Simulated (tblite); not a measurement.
C2H2.
SMILES with atom numbers: `[CH:1]#[CH:2]` (hydrogens: H3 on C1; H4 on C2)

Geometry (GFN2-xTB, Å), atoms numbered from 1 in this order:
```xyz
4
C2H2 angstrom
C      0.5396   -0.0056    0.5771
C     -0.5345    0.0079    0.0562
H      1.4840   -0.0173    1.0353
H     -1.4789    0.0198   -0.4019
```

Computed geometry: GFN2-xTB, gas phase.

Take the most abundant isotopes and a rigid rotor. 

Task: What are the moment of inertia and the rotational constant?

Result: I = 14.017 u·Å², B = 505379 MHz·u·Å²/I = 36056 MHz (1.2027 cm⁻¹, or 1.730 K as hB/k).

Task: List the first levels of a rigid rotor in a Σ state.

Result: E(J) = BJ(J+1): J = 1: 2.405, J = 2: 7.216, J = 3: 14.432, J = 4: 24.054, J = 5: 36.080, J = 6: 50.513 cm⁻¹.

Task: Has it a pure rotational spectrum?

Result: Not by electric dipole: D∞h allows no dipole. Rotational Raman lines (ΔJ = 2) lie at B(4J + 6), spaced by 4B = 4.811 cm⁻¹, with nuclear-spin weights that differ between even and odd J.

Task: Estimate the classical rotational partition function at 10 K, 25 K and 50 K.

Result: Point group D∞h, symmetry number σ = 2; q = kT/(σhB), k/h = 20836.6 MHz/K: 2.9 at 10 K, 7.2 at 25 K, 14.4 at 50 K.

Its GFN2-xTB frequencies are all real (lowest 492 cm⁻¹). Constants of a rigid frame at the computed geometry: no zero-point averaging, no centrifugal distortion.

The run took under 0.1 s on one thread of an Arm Neoverse V1, shared host. That covers the optimisation of the geometry.
